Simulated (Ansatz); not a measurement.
System: rock-salt HoN. Method: BLYP (Ansatz, a first-principles code, PAW).

Numerical settings: plane-wave cutoff 520 eV, 20×20×20 k mesh, Fermi–Dirac smearing 0.05 eV, spin-polarised with parallel moments, scalar-relativistic PAW data made under PBE.

A third-order Birch–Murnaghan fit to the energies gives V0 = 15.045 Å³/atom, B0 = 142 GPa, B′ = 4.3.

```json
[
 {"V (Å³/atom)": "14.143", "P (GPa)": "(withheld)"},
 {"V (Å³/atom)": "14.444", "P (GPa)": "(withheld)"},
 {"V (Å³/atom)": "14.745", "P (GPa)": "2.99"},
 {"V (Å³/atom)": "15.046", "P (GPa)": "-0.01"},
 {"V (Å³/atom)": "15.347", "P (GPa)": "-2.70"},
 {"V (Å³/atom)": "15.648", "P (GPa)": "(withheld)"},
 {"V (Å³/atom)": "15.949", "P (GPa)": "(withheld)"}
]
```

### Question
Estimate the withheld pressures from this fit; the answers are the runs' own values.

### Answer

- 14.143, P (GPa): 10.01
- 14.444, P (GPa): 6.32
- 15.648, P (GPa): -5.13
- 15.949, P (GPa): -7.30

The formula P = (3/2) B0 (x^(7/3) − x^(5/3)) [1 + (3/4)(B′ − 4)(x^(2/3) − 1)] with x = V0/V meets the computed pressures within 0.02 GPa when these rounded values are put in.

Note: the magnetic order was assumed, not searched for or taken from measurement; the 4f shell is treated without U or exact exchange, so its levels and filling can be wrong.

Spin–orbit coupling is not included.

Cost on a shared machine: about 22 core-minutes (a rough figure).
